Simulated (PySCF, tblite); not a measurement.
# C4H7F2 radical: geometry, infrared bands and EPR parameters

Aim: predict the infrared bands and EPR parameters of C4H7F2 radical (`[CH2]C[C@H](F)CF`).

The runs use tblite 0.8.0 and PySCF 2.14.0, with density-fitted response routines of our own; the level of theory stands in each step. All values are computed, except where a source is named. Atoms are numbered from 0 throughout.

**1. Starting geometry**

13 atoms, charge 0, multiplicity 2; geometry from: force field or distance geometry start.

Bonds of the start (Å): C0–C1 1.49, C1–C2 1.52, C2–F3 1.36, C2–C4 1.50, C4–F5 1.40, C0–H6 1.12, C0–H7 1.09, C1–H8 1.13, C1–H9 1.11, C2–H10 1.13, C4–H11 1.11, C4–H12 1.10.

**2. Optimising the geometry with GFN2-xTB**

Job settings and geometry (Å):

```
{"job": {"kind": "relax", "xc": "GFN2-xTB", "basis": "xTB"}, "charge": 0, "multiplicity": 2}
C     -1.398400    -0.384400    -0.802400
C     -0.874700    -0.093700     0.566600
C      0.631300    -0.266600     0.573000
F      1.114400     0.001300     1.812600
C      1.321400     0.536500    -0.491000
F      2.681200     0.257000    -0.349600
H     -1.932100     0.502200    -1.236200
H     -2.047500    -1.261700    -0.778000
H     -1.347900    -0.738300     1.371400
H     -1.121100     0.961000     0.811500
H      0.794300    -1.366100     0.391900
H      0.977000     0.226800    -1.505100
H      1.197800     1.626400    -0.382300
```

Launch:

```console
> OMP_NUM_THREADS=1 python probes_run.py task.json out
```

This one command runs all jobs of the session in turn.

**Question.** This job is followed by: GFN2-xTB harmonic vibrations, gas phase; UKS B3LYP, pcH-1 on C F H, non-relativistic, mean-field spin-orbit, GIAO. What will the session give for the following? strongest single infrared mode (GFN2-xTB); zero-point energy (GFN2-xTB); g(iso) (B3LYP); ⟨S²⟩; largest a(iso) (averaged by class); potential on the surface of density 0.002 e/bohr³, 1st and 99th percentile.

As calculated:

```
                                                                  quantity                value
                                 strongest single infrared mode (GFN2-xTB)  488 cm⁻¹, 62 km/mol
                                              zero-point energy (GFN2-xTB)        62.0 kcal/mol
                                                            g(iso) (B3LYP)              2.00273
                                                                      ⟨S²⟩   0.754 (exact 0.75)
                                        largest a(iso) (averaged by class)  1H on H8, 162.6 MHz
potential on the surface of density 0.002 e/bohr³, 1st and 99th percentile   -1.07 V and 1.05 V
```

Over 108 steps the energy fell by 0.560 eV; of the close pairs, C0–H6 changed most, 1.122 to 1.071 Å. No mode is imaginary among the 33: a minimum at this level. The strongest single mode, at 488 cm⁻¹, has its largest shares on H7, H6 and C0 (the list is cut at 3 atoms). GFN2-xTB is a fitted tight-binding method: band positions and strengths are rough. Its intensities can rank the bands wrongly. C0 carries the largest spin population, 1.07 e. The isotropic g lies 0.4 ppt above the free-electron value.
